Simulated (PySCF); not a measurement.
Stretching BO⁺

Set-up: basis B def2-SVPD, O def2-SVPD; no relativity; PySCF 2.14. Energies in eV from B⁺ + O in their ground configurations at the same level. All curves are PBE0. state 1: ¹Σ⁺ (singlet), closed shell; state 2: ³Π (triplet), unpaired electrons σ ↑, π ↑, a second solution, started from another occupation; state 3: Ms = 0 determinant of mixed spin (⟨S²⟩ near 1.0), unpaired electrons σ ↑, π ↓, a second solution, started from another occupation.

| R (Å) | state 1 | state 2 | state 3 |
| --- | --- | --- | --- |
| 1.022 | -2.148 | 0.424 | 0.572 |
| 1.069 | -3.200 | -1.207 | -1.072 |
| 1.117 | -3.791 | -2.331 | -2.208 |
| 1.152 | -4.003 | -2.916 | -2.801 |
| 1.188 | -4.061 | -3.323 | -3.216 |
| 1.224 | -3.999 | -3.589 | -3.488 |
| 1.271 | -3.772 | -3.768 | -3.674 |
| 1.331 | -3.330 | -3.782 | -3.695 |
| 1.402 | -2.664 | -3.590 | -3.506 |
| 1.497 | -1.685 | -3.127 | -3.037 |

Put a parabola through the three lowest points of the state 1 curve and estimate Re, k and ωe (reduced mass 6.521 u; 1 eV/Å² = 0.16022 mdyn/Å; ωe = 1302.8·√(k/μ) cm⁻¹).

Through R = 1.152, 1.188, 1.224 Å the second-order coefficient is 46.3 eV/Å², so Re ≈ 1.187 Å, k ≈ 14.8 mdyn/Å and ωe ≈ 1965 cm⁻¹. A polynomial fit of higher order to the unrounded PBE0 energies gives Re = 1.186 Å, k = 15.4 mdyn/Å, ωe = 2005 cm⁻¹; anharmonicity and rounding make the difference.

The higher-order fit for each curve: state 1: Re = 1.186 Å, ωe = 2005 cm⁻¹, De = 4.06 eV; state 2: Re = 1.304 Å, ωe = 1505 cm⁻¹, minimum 3.80 eV below the ground-state fragments; state 3: Re = 1.306 Å, ωe = 1508 cm⁻¹, minimum 3.71 eV below the ground-state fragments.

For an ion De counts to the pair picked by the measured ionisation energies or electron affinities, which need not be the lowest pair at this level.
